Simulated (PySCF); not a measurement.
# Assigning NMR signals

Geometry (Å), atoms numbered from 1 in this order:
```xyz
18

C     2.637   -0.999   -0.314
C     1.946    0.009    0.600
C     0.677    0.548    0.019
C    -0.541    0.411    0.550
C    -1.813    0.928   -0.046
C    -2.804   -0.182   -0.384
H     1.992   -1.872   -0.498
H     3.580   -1.359    0.125
H     2.874   -0.552   -1.293
H     1.734   -0.453    1.579
H     2.639    0.846    0.798
H     0.773    1.088   -0.935
H    -0.639   -0.138    1.498
H    -2.288    1.628    0.665
H    -1.582    1.516   -0.949
H    -3.063   -0.772    0.509
H    -3.740    0.228   -0.796
H    -2.381   -0.876   -1.127
```

Calculated, not measured (PySCF 2.14): geometry: PBE0-D3(BJ)/def2-SVP, J: B3LYP/pcJ-1 (without the spin–dipole term), NMR shieldings at PBE0/pcSseg-1/GIAO. Non-relativistic Hamiltonian, single conformer, no solvent model, equivalent nuclei averaged.

Chemical shifts δ = σref − σ; ¹³C and ¹H against TMS, all at this level.

Problem. Assign these signals to the numbered atoms. ¹³C{¹H} NMR (computed): δ 140.5 (CH), 30.8 (CH2), 17.0 (CH3).

Solution. 
| δ (ppm) | atoms | environment | reason |
| --- | --- | --- | --- |
| 140.5 | C3/C4 | alkene CH | as expected for a trigonal carbon in a double bond |
| 30.8 | C2/C5 | allylic sp3 CH2 | aliphatic region, no heteroatom directly attached |
| 17.0 | C1/C6 | methyl carbon | a saturated carbon with 1 carbon neighbour and no heteroatom attached |

Problem. Assign these signals to the numbered atoms. ¹H NMR (300 MHz, computed): δ 5.60 (m, 2H), 1.94 (m, 4H), 0.97 (m, 6H).

Solution. 
5.60 → H12/H13, hydrogen on an alkene CH: attached to an sp2 carbon and in the plane of the double bond
1.94 → H10/H11/H14/H15, hydrogen on an allylic sp3 CH2: allylic position
0.97 → H7/H8/H9/H16/H17/H18, hydrogen on a methyl carbon

Splittings below 1 Hz are ignored in the labels, and close J values are merged. Couplings among chemically equivalent protons are left out too, so labels in AA′BB′ or AA′XX′ sets are apparent multiplicities. Unscaled 3J(H,H) at this level run about 10 % above measured values. Shifts are as computed. Against solution values, carbons near 30 ppm lie about +2 ppm off and those near 130 ppm about +5 ppm. Of 1211 compounds with measured shifts, 218 miss one by over three times the rms of a fit or turn the order of signals round; such compounds aren't used in these exercises. Couplings across =CH–CH2 type bonds come from one rotamer and its mirror image, and can be 1–2 Hz further off.
